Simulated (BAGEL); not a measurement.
# C3H4ClF (SMILES C/C(Cl)=C/F): HF/STO-3G (density fitting with qzvpp-jkfit)

What is the energy change on altering one bond length of C3H4ClF at HF/STO-3G (density fitting with qzvpp-jkfit)? 

Program for the calculation: BAGEL 1.2.2.

1 further run of the same task is left out (set aside as unsound or not needed).

## Step 1: Starting point

C3H4ClF has 9 atoms, charge 0, and is taken as a singlet. SMILES: `C/C(Cl)=C/F`. Geometry: relaxed at PBE0-D4/def2-TZVP.

Bond lengths: C1–C2 1.485 Å, C2–Cl3 1.723 Å, C2–C4 1.324 Å, C4–F5 1.329 Å, C1–H6 1.093 Å, C1–H7 1.093 Å, C1–H8 1.092 Å, C4–H9 1.083 Å. Some angles: C1–C2–Cl3 116.4°, C1–C2–C4 123.5°, Cl3–C2–C4 120.1°, C2–C4–F5 123.3°, C2–C1–H6 110.7°, C2–C1–H7 110.7°, C2–C1–H8 110.5°, C2–C4–H9 123.1°, F5–C4–H9 113.6°, H6–C1–H7 107.7°.

## Step 2: A single-point energy at HF/STO-3G (density fitting with qzvpp-jkfit)

The input, job.json:

```json
{ "bagel" : [

{
  "title" : "molecule",
  "basis" : "sto-3g",
  "df_basis" : "qzvpp-jkfit",
  "angstrom" : true,
  "geometry" : [
    { "atom" : "C", "xyz" : [      -0.262400,      -1.054600,      -0.407800 ] },
    { "atom" : "C", "xyz" : [       0.365700,       0.109200,       0.268100 ] },
    { "atom" : "Cl", "xyz" : [       1.840500,      -0.196100,       1.104900 ] },
    { "atom" : "C", "xyz" : [      -0.148300,       1.329600,       0.251200 ] },
    { "atom" : "F", "xyz" : [       0.417300,       2.368500,       0.857300 ] },
    { "atom" : "H", "xyz" : [      -0.494700,      -1.841200,       0.314300 ] },
    { "atom" : "H", "xyz" : [       0.413700,      -1.478800,      -1.154200 ] },
    { "atom" : "H", "xyz" : [      -1.186400,      -0.753900,      -0.905100 ] },
    { "atom" : "H", "xyz" : [      -1.071600,       1.574900,      -0.259700 ] }
  ]
},

{ "title" : "hf" },

{ "title" : "print", "file" : "orbitals.molden", "orbitals" : true }

]}
```

Command:

```bash
$ BAGEL_NUM_THREADS=1 BAGEL job.json > job.out
```

Standard output:

```text
* using 1 threads per process

  ===============================================================
  ===============================================================

  *** Geometry ***

  { "atom" : "C", "xyz" : [     -0.495864,     -1.992905,     -0.770630 ] },
  { "atom" : "C", "xyz" : [      0.691073,      0.206358,      0.506636 ] },
  { "atom" : "Cl", "xyz" : [      3.478041,     -0.370575,      2.087958 ] },
  { "atom" : "C", "xyz" : [     -0.280246,      2.512580,      0.474699 ] },
  { "atom" : "F", "xyz" : [      0.788583,      4.475816,      1.620062 ] },
  { "atom" : "H", "xyz" : [     -0.934848,     -3.479364,      0.593941 ] },
  { "atom" : "H", "xyz" : [      0.781780,     -2.794527,     -2.181122 ] },
  { "atom" : "H", "xyz" : [     -2.241971,     -1.424665,     -1.710391 ] },
  { "atom" : "H", "xyz" : [     -2.025031,      2.976130,     -0.490762 ] },

  Number of auxiliary basis functions:      502

  Since a DF basis is specified, we compute 2- and 3-index integrals:
    o Being stored without compression. Storage requirement is 0.004 GB

  Number of basis functions:       33
  Number of electrons      :       48

    * METHOD: MOLECULE                             0.17

  *** RHF ***

  === Nuclear Repulsion ===
   215.4625212528

      * DIIS with orbital gradients will be used.

  === RHF iteration (sto-3g) ===
      0       -667.03094003          0.01412930           0.03
      1       -667.11007047          0.00428783           0.03
      2       -667.11703388          0.00113034           0.03
      3       -667.11772120          0.00039778           0.03
      4       -667.11778721          0.00010654           0.03
      5       -667.11779446          0.00001261           0.03
      6       -667.11779457          0.00000268           0.03
      7       -667.11779457          0.00000089           0.03
      8       -667.11779457          0.00000025           0.03
      9       -667.11779457          0.00000008           0.03
     10       -667.11779457          0.00000003           0.03
     11       -667.11779457          0.00000001           0.03
    * SCF iteration converged.

    * Permanent dipole moment:
           (    0.880447,     0.136028,     0.578196) a.u.

    * METHOD: HF                                   0.40

    * METHOD: PRINT                                0.00

  ===============================================================
```

It took 0.74 s on 1 thread of Arm Neoverse V2, shared host.

## Step 3: The distorted shape at the same level

The input, input.json:

```json
{ "bagel" : [

{
  "title" : "molecule",
  "basis" : "sto-3g",
  "df_basis" : "qzvpp-jkfit",
  "angstrom" : "true",
  "geometry" : [
    { "atom" : "C", "xyz" : [      -2.032126,      -0.688247,      -1.411941 ] },
    { "atom" : "C", "xyz" : [      -1.404026,       0.475553,      -0.736041 ] },
    { "atom" : "Cl", "xyz" : [       1.840500,      -0.196100,       1.104900 ] },
    { "atom" : "C", "xyz" : [      -1.918026,       1.695953,      -0.752941 ] },
    { "atom" : "F", "xyz" : [      -1.352426,       2.734853,      -0.146841 ] },
    { "atom" : "H", "xyz" : [      -2.264426,      -1.474847,      -0.689841 ] },
    { "atom" : "H", "xyz" : [      -1.356026,      -1.112447,      -2.158341 ] },
    { "atom" : "H", "xyz" : [      -2.956126,      -0.387547,      -1.909241 ] },
    { "atom" : "H", "xyz" : [      -2.841326,       1.941253,      -1.263841 ] }
  ]
},

{
  "title" : "hf"
},

{
  "title" : "print",
  "file" : "orbitals.molden",
  "orbitals" : "true"
}

]}
```

Command:

```bash
$ BAGEL_NUM_THREADS=1 BAGEL input.json > input.out
```

Standard output:

```text
* using 1 threads per process

  ===============================================================
  ===============================================================

  *** Geometry ***

  { "atom" : "C", "xyz" : [     -3.840162,     -1.300598,     -2.668182 ] },
  { "atom" : "C", "xyz" : [     -2.653225,      0.898665,     -1.390916 ] },
  { "atom" : "Cl", "xyz" : [      3.478041,     -0.370575,      2.087958 ] },
  { "atom" : "C", "xyz" : [     -3.624544,      3.204887,     -1.422852 ] },
  { "atom" : "F", "xyz" : [     -2.555715,      5.168123,     -0.277489 ] },
  { "atom" : "H", "xyz" : [     -4.279145,     -2.787057,     -1.303611 ] },
  { "atom" : "H", "xyz" : [     -2.562518,     -2.102220,     -4.078673 ] },
  { "atom" : "H", "xyz" : [     -5.586269,     -0.732358,     -3.607943 ] },
  { "atom" : "H", "xyz" : [     -5.369328,      3.668437,     -2.388313 ] },

  Number of auxiliary basis functions:      502

  Since a DF basis is specified, we compute 2- and 3-index integrals:
    o Being stored without compression. Storage requirement is 0.004 GB

  Number of basis functions:       33
  Number of electrons      :       48

    * METHOD: MOLECULE                             0.17

  *** RHF ***

  === Nuclear Repulsion ===
   168.0766792204

      * DIIS with orbital gradients will be used.

  === RHF iteration (sto-3g) ===
      0       -666.65013727          0.01689967           0.02
      1       -666.21383123          0.02480213           0.02
      2       -666.71505160          0.01220796           0.02
      3       -666.74410211          0.00781698           0.02
      4       -666.77968190          0.00423795           0.02
      5       -666.77654801          0.00427417           0.02
      6       -666.77458561          0.00454885           0.02
      7       -666.21086541          0.02451814           0.02
      8       -666.28278293          0.02042749           0.02
      9       -666.73964149          0.00817966           0.02
[... 46 lines of this table left out ...]
     56       -666.82364889          0.00000003           0.02
     57       -666.82364889          0.00000002           0.03
     58       -666.82364889          0.00000001           0.03
     59       -666.82364889          0.00000001           0.03
    * SCF iteration converged.

    * Permanent dipole moment:
           (    3.241814,    -0.392790,     1.908253) a.u.

    * METHOD: HF                                   1.56

    * METHOD: PRINT                                0.00

  ===============================================================
```

It took 1.9 s on 1 thread of Arm Neoverse V2, shared host.

## Step 4: What came out

Level: HF/STO-3G (density fitting with qzvpp-jkfit).

| quantity | value |
| --- | --- |
| first shape: total energy | -667.11779 Eh |
| first shape: dipole moment | 2.70 D |
| first shape: HOMO energy | -8.06 eV |
| first shape: LUMO energy | 7.76 eV |
| first shape: HOMO–LUMO gap | 15.82 eV |
| distorted shape: total energy | -666.82365 Eh |
| distorted shape: dipole moment | 9.61 D |
| distorted shape: HOMO energy | -5.48 eV |
| distorted shape: LUMO energy | -1.00 eV |
| distorted shape: HOMO–LUMO gap | 4.48 eV |
| energy change with the C2–Cl3 bond stretched from 1.723 to 3.790 Å | 8.004 eV |

In words: One bond (distorted shape) is far stretched, which a spin-restricted single reference describes badly; a broken-symmetry solution may lie lower. With the C2–Cl3 bond stretched from 1.723 to 3.790 Å the energy rises by 8.00 eV (185 kcal/mol). The first shape isn't relaxed at this level, so the change isn't measured from a minimum. A restricted reference can't describe the breaking bond well at this length. The minimal basis adds a large error of its own.
